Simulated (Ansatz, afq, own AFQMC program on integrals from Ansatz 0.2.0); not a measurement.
**AlH4− (singlet): quantum Monte Carlo beside coupled cluster at distance Al1–H5 = 2.250 Å, 6-31++G****

How near does AFQMC come to the top of the ladder for AlH4− (singlet)?

The runs use Ansatz 0.2.0, Gaussian basis, and an in-house AFQMC program (afq) on its integrals; all values are calculated; 6-31++G**, frozen cores.

Plan: PBE (unrestricted); r2SCAN (unrestricted); PBE0 (unrestricted); B3LYP (unrestricted); wB97M-V (unrestricted); B2PLYP (unrestricted); CCSD(T) on RHF; CCSDT(Q) on RHF; Phaseless AFQMC, CISD trial on RHF; UHF.

2 further runs of the same task are left out: 2 that didn't finish.

## Step 1: The geometry

The geometry derives from a PBE0/def2-TZVPD stationary point (not a proven minimum). One bond is set to the value named and the two fragments are kept rigid.

5 atoms, charge -1, spin multiplicity 1.

Atoms are counted from 1 here; the program's logs count them from 0.

Bond lengths: Al1–H2 1.647 Å, Al1–H3 1.647 Å, Al1–H4 1.647 Å. Angles: H2–Al1–H3 109.5°, H2–Al1–H4 109.5°, H3–Al1–H4 109.5°.

## Step 2: PBE (unrestricted)

Input file in.yaml:

```yaml
crystal:
  periodic: [false, false, false]
  atoms:
    - {symbol: Al, position_ang: [-0.011330, 0.011362, 0.011277]}
    - {symbol: H, position_ang: [0.938693, 0.962678, 0.961834]}
    - {symbol: H, position_ang: [-0.965140, -0.936015, 0.961977]}
    - {symbol: H, position_ang: [-0.958781, 0.961305, -0.943214]}
    - {symbol: H, position_ang: [1.288532, -1.292116, -1.282477]}
basis:
  gaussian: {orbitals: "6-31++G**"}
total_charge: -1
magnetization: {spin_polarized: true, initial_magnetization: 0}
hamiltonian: {xc: {name: PBE}}
output: {orbitals: {seedname: orbitals}}
```

On the command line:

```sh
$ ansatz run in.yaml --threads 1 --pin off --events-out ev --progress --plain --max-ram 1382MiB
```

Output:

```text
Functional definition: PBE
  name "PBE"
  cite "Perdew, Burke & Ernzerhof, Phys. Rev. Lett. 77, 3865 (1996) doi:10.1103/PhysRevLett.77.3865"
  parent pbe
  parameter kappa = 0.804
  parameter beta = 0.06672455060314922
  exchange = pbe_x(kappa = kappa, mu = beta*pi^2/3)
  correlation = pbe_c(beta = beta)
485 factors; their error is unknown
mean field evaluation 1: about -6656.0670 eV, gradient 1.1e1 eV
mean field evaluation 2: about -6656.3834 eV, gradient 8.3e0 eV
mean field evaluation 4: about -6657.1725 eV, gradient 1.8e-1 eV
mean field evaluation 8: about -6657.1320 eV, gradient 1.2e-1 eV
mean field evaluation 16: about -6657.1321 eV, gradient 5.6e-6 eV
mean field -6657.13210287 eV, -244.6450924141 hartree, gradient 5.6e-6 eV, S^2 0.000000; 0 other end points of the search recorded, 0 dependent functions left out
reference -6657.13214837 eV, -244.6450940862 hartree; 9, 9 occupied and 38, 38 virtual orbitals, 485 factors
Total energy: -6657.13214837 eV, -244.6450940862 hartree
```

Run time: 0.93 s. Hardware: 1 thread of Arm Neoverse V2, shared host.

From the report: ⟨S²⟩ of the determinant 0.000 (pure singlet: 0.00).

## Step 3: r2SCAN (unrestricted)

in.yaml, as its differences from that of step 2:

```diff
@@ -12,3 +12,2 @@
 magnetization: {spin_polarized: true, initial_magnetization: 0}
-hamiltonian: {xc: {name: PBE}}
-output: {orbitals: {seedname: orbitals}}
+hamiltonian: {xc: {name: r2SCAN}}
```

The command is unchanged.

Output:

```text
Functional definition: r2SCAN
  name "r2SCAN"
  cite "Furness, Kaplan, Ning, Perdew & Sun, J. Phys. Chem. Lett. 11, 8208 (2020) doi:10.1021/acs.jpclett.0c02405"
  cite "Furness, Kaplan, Ning, Perdew & Sun, J. Phys. Chem. Lett. 11, 9248 (2020) doi:10.1021/acs.jpclett.0c03077"
  parent r2scan
  parameter k0 = 0.174
  parameter k1 = 0.065
  parameter a1 = 4.9479
  exchange = r2scan_x(k0 = k0, k1 = k1, a1 = a1)
  correlation = r2scan_c
485 factors; their error is unknown
mean field evaluation 1: about -6659.7665 eV, gradient 8.9e0 eV
mean field evaluation 2: about -6660.1193 eV, gradient 5.4e0 eV
mean field evaluation 4: about -6660.4318 eV, gradient 1.0e-1 eV
mean field evaluation 8: about -6660.3899 eV, gradient 1.0e-1 eV
mean field -6660.38994414 eV, -244.7648158727 hartree, gradient 3.7e-5 eV, S^2 0.000000; 0 other end points of the search recorded, 0 dependent functions left out
reference -6660.38998235 eV, -244.7648172768 hartree; 9, 9 occupied and 38, 38 virtual orbitals, 485 factors
Total energy: -6660.38998235 eV, -244.7648172768 hartree
```

Wall time 1.9 s (1 thread of Arm Neoverse V2, shared host).

From the report: ⟨S²⟩ of the determinant 0.000 (pure singlet: 0.00).

## Step 4: PBE0 (unrestricted)

in.yaml, as its differences from that of step 3:

```diff
@@ -12,2 +12,3 @@
 magnetization: {spin_polarized: true, initial_magnetization: 0}
-hamiltonian: {xc: {name: r2SCAN}}
+hamiltonian: {xc: {name: PBE0}}
+output: {orbitals: {seedname: orbitals}}
```

Same command.

Output:

```text
Functional definition: PBE0
  name "PBE0"
  cite "Adamo & Barone, J. Chem. Phys. 110, 6158 (1999) doi:10.1063/1.478522"
  cite "Perdew, Burke & Ernzerhof, Phys. Rev. Lett. 77, 3865 (1996) doi:10.1103/PhysRevLett.77.3865"
  parent pbe
  parameter a = 0.25
  parameter kappa = 0.804
  parameter beta = 0.06672455060314922
  exchange = (1 - a)*pbe_x(kappa = kappa, mu = beta*pi^2/3) + a*exact_x
  correlation = pbe_c(beta = beta)
512 factors; their error is unknown
mean field evaluation 1: about -6657.4377 eV, gradient 7.1e0 eV
mean field evaluation 2: about -6657.7461 eV, gradient 3.3e0 eV
mean field evaluation 4: about -6657.8590 eV, gradient 4.8e-2 eV
mean field evaluation 8: about -6657.9053 eV, gradient 5.1e-4 eV
mean field -6657.90533517 eV, -244.6735081771 hartree, gradient 1.2e-5 eV, S^2 0.000000; 0 other end points of the search recorded, 0 dependent functions left out
reference -6657.90537142 eV, -244.6735095093 hartree; 9, 9 occupied and 38, 38 virtual orbitals, 512 factors
Total energy: -6657.90537142 eV, -244.6735095093 hartree
```

It took 0.87 s on 1 thread of Arm Neoverse V2, shared host.

From the report: ⟨S²⟩ of the determinant 0.000 (pure singlet: 0.00).

## Step 5: B3LYP (unrestricted)

in.yaml, as its differences from that of step 4:

```diff
@@ -12,3 +12,2 @@
 magnetization: {spin_polarized: true, initial_magnetization: 0}
-hamiltonian: {xc: {name: PBE0}}
-output: {orbitals: {seedname: orbitals}}
+hamiltonian: {xc: {name: B3LYP}}
```

Launched as before.

Output:

```text
Functional definition: B3LYP
  name "B3LYP"
  cite "Stephens, Devlin, Chabalowski & Frisch, J. Phys. Chem. 98, 11623 (1994) doi:10.1021/j100096a001"
  cite "Becke, Phys. Rev. A 38, 3098 (1988) doi:10.1103/PhysRevA.38.3098"
  cite "Lee, Yang & Parr, Phys. Rev. B 37, 785 (1988) doi:10.1103/PhysRevB.37.785"
  cite "Vosko, Wilk & Nusair, Can. J. Phys. 58, 1200 (1980) doi:10.1139/p80-159"
  parameter a0 = 0.2
  parameter ax = 0.72
  parameter ac = 0.81
  exchange = (1 - a0 - ax)*slater_x + ax*b88_x + a0*exact_x
  correlation = (1 - ac)*vwn_rpa_c + ac*lyp_c
492 factors; their error is unknown
mean field evaluation 1: about -6661.5459 eV, gradient 8.7e0 eV
mean field evaluation 2: about -6661.9690 eV, gradient 4.5e0 eV
mean field evaluation 4: about -6662.1750 eV, gradient 5.9e-2 eV
mean field evaluation 8: about -6662.2041 eV, gradient 6.5e-4 eV
mean field -6662.20405909 eV, -244.8314833673 hartree, gradient 1.2e-5 eV, S^2 0.000000; 0 other end points of the search recorded, 0 dependent functions left out
reference -6662.20429038 eV, -244.8314918672 hartree; 9, 9 occupied and 38, 38 virtual orbitals, 492 factors
Total energy: -6662.20429038 eV, -244.8314918672 hartree
```

Run time: 0.87 s. Hardware: 1 thread of Arm Neoverse V2, shared host.

From the report: ⟨S²⟩ of the determinant 0.000 (pure singlet: 0.00).

## Step 6: wB97M-V (unrestricted)

in.yaml, as its differences from that of step 5:

```diff
@@ -12,2 +12,3 @@
 magnetization: {spin_polarized: true, initial_magnetization: 0}
-hamiltonian: {xc: {name: B3LYP}}
+hamiltonian: {xc: {name: wB97M-V}}
+output: {orbitals: {seedname: orbitals}}
```

Same command.

Output, shortened:

```text
Functional definition: wB97M-V
  name "wB97M-V"
  cite "Mardirossian & Head-Gordon, J. Chem. Phys. 144, 214110 (2016) doi:10.1063/1.4952647"
  cite "Becke, J. Chem. Phys. 107, 8554 (1997) doi:10.1063/1.475007"
  cite "Vydrov & Van Voorhis, J. Chem. Phys. 133, 244103 (2010) doi:10.1063/1.3521275"
  # Of w^i u^j: cxij and so on, Table III.
[...]
  gx(w, u) = 1 - cx + cx01*u + cx10*w
  gss(w, u) = css00 + css04*u^4 + css10*w + css20*w^2 + css43*w^4*u^3
  gos(w, u) = cos00 + cos10*w + (cos20 + cos21*u)*w^2 + (cos60 + cos61*u)*w^6
[...]
      + integral(e_c_pw_mod_opposite_spin*gos(b97_w_opposite, b97_u_opposite)) + vv10(b, c)
485 factors; their error is unknown
132 factors; integrals over basis functions are off by at most 1.9e-5 eV
[...]
mean field -6660.26472360 eV, -244.7602141026 hartree, gradient 6.1e-5 eV, S^2 0.000000; 0 other end points of the search recorded, 0 dependent functions left out
reference -6660.26477788 eV, -244.7602160973 hartree; 9, 9 occupied and 38, 38 virtual orbitals, 485 factors
Total energy: -6660.26477788 eV, -244.7602160973 hartree
```

It took 4.2 s on 1 thread of Arm Neoverse V2, shared host.

From the report: ⟨S²⟩ of the determinant 0.000 (pure singlet: 0.00).

## Step 7: B2PLYP (unrestricted)

in.yaml, as its differences from that of step 6:

```diff
@@ -12,3 +12,3 @@
 magnetization: {spin_polarized: true, initial_magnetization: 0}
-hamiltonian: {xc: {name: wB97M-V}}
-output: {orbitals: {seedname: orbitals}}
+hamiltonian: {xc: {name: B2PLYP}}
+correlation: {electrons: outside_noble_gas}
```

The command is unchanged.

Output, shortened:

```text
Functional definition: B2PLYP
  name "B2PLYP"
  cite "Grimme, J. Chem. Phys. 124, 034108 (2006) doi:10.1063/1.2148954"
  cite "Becke, Phys. Rev. A 38, 3098 (1988) doi:10.1103/PhysRevA.38.3098"
  cite "Lee, Yang & Parr, Phys. Rev. B 37, 785 (1988) doi:10.1103/PhysRevB.37.785"
[...]
407 factors; integrals over basis functions are off by at most 8.3e-4 eV
[...]
mean field -6656.63103107 eV, -244.6266783653 hartree, gradient 6.4e-6 eV, S^2 0.000000; 0 other end points of the search recorded, 0 dependent functions left out
5 core orbitals not correlated: weight in the atoms' cores, before any rotation towards them, 1.000 or more for the frozen orbitals, at most 0.000 for the correlated occupied ones
reference -6656.63117948 eV, -244.6266838192 hartree; 4, 4 occupied and 38, 38 virtual orbitals, 407 factors
second order -3.21549635 eV of doubles, -0.00000000 eV of singles
Total energy: -6657.49936349 eV, -244.6585889932 hartree
```

Run time: 0.99 s. Hardware: 1 thread of Arm Neoverse V2, shared host.

From the report: ⟨S²⟩ of the determinant 0.000 (pure singlet: 0.00).

## Step 8: CCSD(T) on RHF

in.yaml, as its differences from that of step 7:

```diff
@@ -11,4 +11,3 @@
 total_charge: -1
-magnetization: {spin_polarized: true, initial_magnetization: 0}
-hamiltonian: {xc: {name: B2PLYP}}
-correlation: {electrons: outside_noble_gas}
+magnetization: {spin_polarized: false}
+correlation: {method: ccsd_t, electrons: outside_noble_gas, hamiltonian_folder: ham}
```

Same command.

Output, shortened:

```text
Functional definition: HF
  name "HF"
  cite "Fock, Z. Phys. 61, 126 (1930) doi:10.1007/BF01340294"
  parent pbe
[...]
407 factors; integrals over basis functions are off by at most 8.3e-4 eV
[...]
mean field -6644.76920227 eV, -244.1907641973 hartree, gradient 6.1e-7 eV, S^2 0.000000; 0 other end points of the search recorded, 0 dependent functions left out
5 core orbitals not correlated: weight in the atoms' cores, before any rotation towards them, 1.000 or more for the frozen orbitals, at most 0.000 for the correlated occupied ones
reference -6644.76920227 eV, -244.1907641973 hartree; 4, 4 occupied and 38, 38 virtual orbitals, 407 factors
second order -2.55144350 eV of doubles, -0.00000000 eV of singles
cycle   1  -3.04845840 eV  change   -5.0e-1 eV  update   6.1e-2
[...]
cycle   9  -3.28646605 eV  change    5.0e-6 eV  update   9.5e-6
perturbative correction -0.05247548 eV, -0.0019284383 hartree
Total energy: -6648.10814380 eV, -244.3134680351 hartree
```

It took 0.33 s on 1 thread of Arm Neoverse V2, shared host.

From the report: correlation -3.3389 eV; T1 0.015; largest double amplitude 0.10.

This run also writes the integrals to the folder ham.

## Step 9: CCSDT(Q) on RHF

in.yaml, as its differences from that of step 8:

```diff
@@ -12,2 +12,2 @@
 magnetization: {spin_polarized: false}
-correlation: {method: ccsd_t, electrons: outside_noble_gas, hamiltonian_folder: ham}
+correlation: {method: ccsdt_q, electrons: outside_noble_gas}
```

Launched as before.

Output, shortened:

```text
Functional definition: HF
  name "HF"
  cite "Fock, Z. Phys. 61, 126 (1930) doi:10.1007/BF01340294"
  parent pbe
[...]
799 factors; integrals over basis functions are off by at most 1.7e-7 eV
[...]
mean field -6644.76920558 eV, -244.1907643187 hartree, gradient 5.9e-7 eV, S^2 0.000000; 0 other end points of the search recorded, 0 dependent functions left out
5 core orbitals not correlated: weight in the atoms' cores, before any rotation towards them, 1.000 or more for the frozen orbitals, at most 0.000 for the correlated occupied ones
reference -6644.76920558 eV, -244.1907643187 hartree; 4, 4 occupied and 38, 38 virtual orbitals, 799 factors
second order -2.55152944 eV of doubles, -0.00000000 eV of singles
cycle   1  -3.04850502 eV  change   -5.0e-1 eV  update   6.4e-2
[...]
cycle  14  -3.35556844 eV  change   -2.6e-7 eV  update   1.6e-7
perturbative correction -0.00090826 eV, -0.0000333779 hartree
Total energy: -6648.12568228 eV, -244.3141125623 hartree
```

Run time: 3.5 s. Hardware: 1 thread of Arm Neoverse V2, shared host.

From the report: correlation -3.3565 eV; T1 0.016; largest double amplitude 0.10.

## Step 10: Phaseless AFQMC, CISD trial on RHF

It reads the integrals that the CCSD(T) run on this determinant wrote.

On the command line:

```sh
$ afq ham --method phaseless --trial cisd --walkers 60 --populations 1 --least-time 40 --time-step 0.005 --steps-per-block 50 --equilibration-blocks 40 --max-blocks 300 --target-error 0.00068 --factor-cut 1e-05 --seed 7829 --release-times 0.24,0.51,0.99,1.62,2.4 --release-step 0.03 --release-every 4 --taylor-order 6
```

Output:

```text
orbitals 42  electrons 4 4  factors 311 of 407
reference energy -244.19076420 Eh
CCSD correlation -0.12077525 Eh in 11 cycles, weight of the determinant in the CISD state 0.9185
energy of the start -244.311540 Eh
 block  time / (1/Eh)  mean weight  energy / Eh
     1     0.250  0.9998  -244.310530
     2     0.500  0.9999  -244.310677
     3     0.750  0.9991  -244.310886
     4     1.000  1.0002  -244.311564
     5     1.250  0.9990  -244.312132
     6     1.500  1.0011  -244.313324
     7     1.750  0.9998  -244.314033
     8     2.000  0.9996  -244.313936
     9     2.250  0.9995  -244.314237
    10     2.500  1.0007  -244.314599
    11     2.750  1.0001  -244.314076
    16     4.000  0.9994  -244.313888
    21     5.250  0.9989  -244.312100
    26     6.500  0.9995  -244.312740
    31     7.750  1.0000  -244.315532
    36     9.000  1.0019  -244.314727
    41    10.250  1.0018  -244.314324
    46    11.500  1.0006  -244.314373
    51    12.750  1.0004  -244.313592
    56    14.000  1.0015  -244.313268
    61    15.250  0.9999  -244.313609
    66    16.500  0.9993  -244.315001
    71    17.750  0.9989  -244.312913
    76    19.000  0.9995  -244.314979
    81    20.250  1.0001  -244.313615
    86    21.500  1.0010  -244.314191
    91    22.750  1.0001  -244.313842
    96    24.000  0.9994  -244.316674
   101    25.250  0.9998  -244.314395
   106    26.500  1.0003  -244.312746
   111    27.750  0.9994  -244.312742
   116    29.000  0.9988  -244.314626
   121    30.250  0.9999  -244.313298
   126    31.500  1.0000  -244.312318
   131    32.750  0.9991  -244.313520
   136    34.000  0.9989  -244.314903
   141    35.250  0.9996  -244.316519
   146    36.500  0.9988  -244.316008
   151    37.750  0.9988  -244.312903
   156    39.000  0.9986  -244.313083
   161    40.250  1.0005  -244.312386
   166    41.500  1.0005  -244.313371
   171    42.750  0.9985  -244.316774
   176    44.000  1.0009  -244.312115
   181    45.250  0.9988  -244.313315
   186    46.500  1.0007  -244.313062
   191    47.750  1.0004  -244.314080
   196    49.000  1.0006  -244.314233
blocks merged  error / Eh  count
     1  0.000097  160
     2  0.000123  80
     4  0.000154  40
     8  0.000188  20
    16  0.000233  10
released: time / (1/Eh)  energy / Eh  error  mean overlap
  0.24  -244.313871  0.000258  1.0108
  0.51  -244.313948  0.000242  1.0158
  0.99  -244.314108  0.000222  1.0157
  1.62  -244.314345  0.000169  0.9990
  2.40  -244.314035  0.000198  0.9878
energy -244.313916 +/- 0.000188 Eh
```

Run time: 1.8 min. Hardware: 1 thread of Arm Neoverse V2, shared host.

Energy -6648.1203 ± 0.0051 eV. Caveats: constraint bias not in the error. The error still grows with block length (0.0042 to 0.0063 eV), so the bar may be too small.

## Step 11: UHF

in.yaml, as its differences from that of step 9:

```diff
@@ -11,3 +11,4 @@
 total_charge: -1
-magnetization: {spin_polarized: false}
-correlation: {method: ccsdt_q, electrons: outside_noble_gas}
+magnetization: {spin_polarized: true, initial_magnetization: 0}
+hamiltonian: {xc: hf}
+output: {orbitals: {seedname: orbitals}}
```

On the command line:

```sh
$ ansatz run in.yaml --threads 1 --pin off --events-out ev --progress --plain --max-ram 1382MiB
```

Output:

```text
Functional definition: HF
  name "HF"
  cite "Fock, Z. Phys. 61, 126 (1930) doi:10.1007/BF01340294"
  parent pbe
  exchange = exact_x
  correlation = 0
407 factors; integrals over basis functions are off by at most 8.3e-4 eV
mean field evaluation 1: about -6644.0727 eV, gradient 7.2e0 eV
mean field evaluation 2: about -6644.0840 eV, gradient 7.3e0 eV
mean field evaluation 4: about -6644.7675 eV, gradient 3.4e-1 eV
mean field evaluation 8: about -6644.7692 eV, gradient 2.1e-5 eV
mean field -6644.76920227 eV, -244.1907641973 hartree, gradient 1.9e-5 eV, S^2 0.000000; 0 other end points of the search recorded, 0 dependent functions left out
reference -6644.76920227 eV, -244.1907641973 hartree; 9, 9 occupied and 38, 38 virtual orbitals, 407 factors
Total energy: -6644.76920227 eV, -244.1907641973 hartree
```

It took 0.18 s on 1 thread of Arm Neoverse V2, shared host.

From the report: ⟨S²⟩ of the determinant 0.000 (pure singlet: 0.00).

## Step 12: All levels side by side

On the RHF determinant, counted from CCSDT(Q) (a yardstick, not exact):

```
                                              level  energy (eV)  from CCSDT(Q) (kJ/mol)  statistical error (kJ/mol)     time
                                                 HF   -6644.7692                  +323.9                                     
                                                MP2   -6647.3206                   +77.7                                     
                                               CCSD   -6648.0557                    +6.8                                     
                                            CCSD(T)   -6648.1081                    +1.7                                     
                                           CCSDT(Q)   -6648.1257                     0.0                                     
Phaseless AFQMC, CISD trial, step 0.005, 60 walkers   -6648.1203                    +0.5                         0.5  1.8 min
```

The functionals' totals stand on their own zeros and serve differences with other points: PBE -6657.132 eV; r2SCAN -6660.390 eV; PBE0 -6657.905 eV; B3LYP -6662.204 eV; wB97M-V -6660.265 eV; B2PLYP -6657.499 eV.

## Step 13: Summary of results

| quantity | value |
| --- | --- |
| CCSD(T) on RHF from CCSDT(Q) | +1.7 kJ/mol |
| Phaseless AFQMC, CISD trial on RHF from CCSDT(Q) | +0.5 ± 0.5 kJ/mol |

In words: On RHF the phaseless walk with the CISD trial lies +0.5 kJ/mol from CCSDT(Q), within three error bars. Error bars are statistical and leave out the constraint, the time step and what remains of the start.
